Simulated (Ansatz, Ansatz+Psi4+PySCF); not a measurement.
| atom | x (Å) | y (Å) | z (Å) |
| --- | --- | --- | --- |
| C | 0.0000 | 1.0711 | 0.1476 |
| C | 0.0000 | -1.0711 | 0.1476 |
| C | -1.0711 | 0.0000 | -0.1476 |
| C | 1.0711 | 0.0000 | -0.1476 |
| H | 0.0000 | 1.9869 | -0.4501 |
| H | 0.0000 | 1.3429 | 1.2075 |
| H | 0.0000 | -1.9869 | -0.4501 |
| H | 0.0000 | -1.3429 | 1.2075 |
| H | -1.9869 | 0.0000 | 0.4501 |
| H | -1.3429 | 0.0000 | -1.2075 |
| H | 1.9869 | 0.0000 | 0.4501 |
| H | 1.3429 | 0.0000 | -1.2075 |

Basis set: cc-pVTZ (spherical functions). Frozen core: 4 orbitals. Charge 0, multiplicity 1.

Computed with Ansatz (development build ahead of 0.2.0); each method stands on the lowest determinant of its kind that the runs found. Restricted open shells among the atoms or ions are ROHF, correlated in semicanonical orbitals with singles.

Question: Give the atomization energy at this shape (free ground-state atoms in the same class of orbitals less the molecule, no zero-point energy) of singlet C₄H₈ by RHF-MP2, RHF.

Answer:

```tsv
method	atomization energy
RHF-MP2	49.26 eV
RHF	38.22 eV
```
